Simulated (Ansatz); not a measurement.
Basis-set extrapolation for C4H11P, SMILES `C=P(C)(C)C` (PBE0-D4/def2-TZVP geometry, frozen core, Ansatz 0.2.0). Multiplicity 1, RHF reference.

```json
{"": "HF", "def2-TZVPP": "-498.647636", "def2-QZVPP": "-498.666085"}
{"": "MP2 correlation", "def2-TZVPP": "-0.876977", "def2-QZVPP": "-0.934685"}
{"": "CCSD(T) correlation", "def2-TZVPP": "-0.975242", "def2-QZVPP": "not run"}
```

Energies in hartree. Use E(X) = E(∞) + A·exp(−7.88·√X) for Hartree–Fock and E(X) = E(∞) + B·X^(−2.97) for correlation, with X = 3 and 4, and add CCSD(T) minus MP2 of the smaller set to the MP2 limit.

What is the CCSD(T) energy at the basis-set limit?

HF limit: -498.666085 + (-0.018449) × 0.13774 = -498.66863. MP2 limit: -0.934685 + (-0.057708) × 0.74074 = -0.97743. Higher-order term: -0.975242 − (-0.876977) = -0.09827. Total: -499.74433 hartree, 76.2 kcal/mol below CCSD(T)/def2-TZVPP.
